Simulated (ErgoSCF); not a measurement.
# BHCl2 (SMILES ClBCl) at 5 levels

Wanted: a comparison of 5 runs (HF/STO-3G, HF/def2-SVP, PBE/3-21G, B3LYP/6-31G*, PBE0/def2-SVP) of BHCl2. 

The results are computed with ErgoSCF 3.8.

## 1. The system as given

BHCl2: 4 atoms, total charge 0, spin state singlet. SMILES: `ClBCl`. The shape is that of a GFN2-xTB optimisation.

Bond lengths: Cl1–B2 1.701 Å, B2–Cl3 1.701 Å, B2–H4 1.174 Å. Angles: Cl1–B2–Cl3 120.2°, Cl1–B2–H4 119.9°, Cl3–B2–H4 119.8°.

## 2. The energy at HF/STO-3G (run 1)

Input file ergo.in:

```
set_nthreads("env")
molecule_inline
Cl  -2.82920347  -1.26441575  -0.03034900
B    0.01919962   0.22230738  -0.10429398
Cl   2.58661932  -1.13122785   1.27520609
H    0.22338453   2.17333622  -1.14056310
EOF
basis = "STO-3G"
scf.max_number_of_iterations = 120
scf.output_mulliken_pop = 1
scf.use_diagonalization = 1
tmpdir = "."
run "HF"
```

The basis set STO-3G is read from a file made from the Basis Set Exchange's data (not shown).

On the command line:

```console
ergo ergo.in
```

Standard output:

```text
[...]
INSC SCF_general constructor, number of basis functions: 24
[...]
INSC Energy   1 =       -883.04653989213
[...]
INDE E_LUMO =          0.18633120476
[...]
INSC Energy  10 =       -934.17780504442  ( diff     -0.000000000001819 )
[...]
RESC CONVERGED after  10 iterations.
RESC FINAL ENERGY:       -934.17780504442
[...]
INSC SCF: dipole_moment_x [atomic units] =       0.03975292
INSC SCF: dipole_moment_y [atomic units] =       0.42112180
INSC SCF: dipole_moment_z [atomic units] =      -0.20831597
[...]
```

Wall time 1.8 s (1 thread of Arm Neoverse N1, shared host); peak memory 0.26 GiB.

## 3. The energy at HF/def2-SVP (run 2)

Input file geom.xyz:

```xyz
4
BCl2H
Cl    -1.497150    -0.669100    -0.016060
B      0.010160     0.117640    -0.055190
Cl     1.368780    -0.598620     0.674810
H      0.118210     1.150080    -0.603560
```

Input file run.inp:

```
set_nthreads(1)
molecule "geom.xyz"
basis = "def2-SVP"
scf.output_mulliken_pop = 1
scf.use_diagonalization = 1
scf.max_number_of_iterations = 120
tmpdir = "."
run "HF"
```

The basis set def2-SVP is read from a file made from the Basis Set Exchange's data (not shown).

On the command line:

```console
ergo run.inp
```

Standard output:

```text
[...]
INSC SCF_general constructor, number of basis functions: 55
[...]
INSC Energy   1 =       -516.22080957139
[...]
INDE E_LUMO =          0.09091629157
[...]
INSC Energy  17 =       -944.03254055647  ( diff     -0.000000000003183 )
[...]
RESC CONVERGED after  17 iterations.
RESC FINAL ENERGY:       -944.03254055647
[...]
INSC SCF: dipole_moment_x [atomic units] =       0.01917860
INSC SCF: dipole_moment_y [atomic units] =       0.20739726
INSC SCF: dipole_moment_z [atomic units] =      -0.10084971
[...]
```

Run time: 15 s. Hardware: 1 thread of Arm Neoverse N1, shared host; peak memory 0.26 GiB.

Run 3 isn't shown in full; the table further down has it.

## 4. A single-point energy at B3LYP/6-31G(d) (spherical functions) (run 4)

geom.xyz, as its differences from that of step 3:

```diff
@@ -1,3 +1,3 @@
 4
-BCl2H
+
 Cl    -1.497150    -0.669100    -0.016060
```

Input file job.ego:

```
set_nthreads("env")
molecule "geom.xyz"
tmpdir = "."
XC.sparse_mode = 0
XC.radint = 1e-11
scf.use_diagonalization = 1
XC.angint = 41
basis = "6-31G*"
scf.output_mulliken_pop = 1
scf.max_number_of_iterations = 120
run "B3LYP-G"
```

The basis set 6-31G* is read from a file made from the Basis Set Exchange's data (not shown).

On the command line:

```console
ergo job.ego
```

Standard output:

```text
[...]
INDF Weighted mixed functional:
[...]
INSC Energy   1 =       -537.83414809080
[...]
INDE E_LUMO =         -0.05935562529
[...]
INSC Energy  16 =       -945.91041650874  ( diff      0.000000000001592 )
[...]
RESC CONVERGED after  16 iterations.
RESC FINAL ENERGY:       -945.91041650874
[...]
INSC SCF: dipole_moment_x [atomic units] =       0.01518691
INSC SCF: dipole_moment_y [atomic units] =       0.16164191
INSC SCF: dipole_moment_z [atomic units] =      -0.07941459
[...]
```

It took 21 s on 1 thread of Arm Neoverse N1, shared host; peak memory 0.26 GiB.

## 5. The energy at PBE0/def2-SVP (run 5)

Input file job.ego:

```
set_nthreads("env")
molecule_inline Angstrom
Cl -1.497150 -0.669100 -0.016060
B  0.010160 0.117640 -0.055190
Cl 1.368780 -0.598620 0.674810
H  0.118210 1.150080 -0.603560
EOF
scf.output_mulliken_pop = 1
spin_polarization = 0
XC.angint = 41
scf.max_number_of_iterations = 120
XC.sparse_mode = 0
tmpdir = "."
XC.radint = 1e-11
basis = "def2-SVP"
scf.use_diagonalization = 1
run "PBE0"
```

The basis set def2-SVP is read from a file made from the Basis Set Exchange's data (not shown).

On the command line:

```console
ergo job.ego
```

Standard output:

```text
[...]
INDF Weighted mixed functional:
[...]
INSC Energy   1 =       -525.22969054934
[...]
INDE E_LUMO =         -0.04868007290
[...]
INSC Energy  16 =       -945.27598336879  ( diff     -0.000000000002501 )
[...]
RESC CONVERGED after  16 iterations.
RESC FINAL ENERGY:       -945.27598336879
[...]
INSC SCF: dipole_moment_x [atomic units] =       0.00900706
INSC SCF: dipole_moment_y [atomic units] =       0.09962963
INSC SCF: dipole_moment_z [atomic units] =      -0.04736836
[...]
```

Wall time 18 s (1 thread of Arm Neoverse N1, shared host); peak memory 0.26 GiB.

## 6. All runs side by side

```tsv
run	level	integration grid	radint	energy (Eh)	dipole moment (D)	wall time
1	HF/STO-3G	–	–	-934.177805	1.20	1.8 s
2	HF/def2-SVP	–	–	-944.032541	0.59	15 s
3	PBE/3-21G	Turbo	1e-11	-940.897513	0.54	4.8 s
4	B3LYP/6-31G* (spherical functions)	Turbo	1e-11	-945.910417	0.46	21 s
5	PBE0/def2-SVP	Turbo	1e-11	-945.275983	0.28	18 s
```

## 7. Outcome

| quantity | value |
| --- | --- |
| run 5: total energy | -945.27598 Eh |
| run 5: dipole moment | 0.28 D |

What this shows: The dipole moment (its size) runs from 0.28 D (PBE0/def2-SVP) to 1.20 D (HF/STO-3G). The two ends differ in method and basis. Totals of different functionals can't be ranked against each other. In run 1 the basis is minimal, so the values are rough. All runs together took 60 s, the longest 21 s.
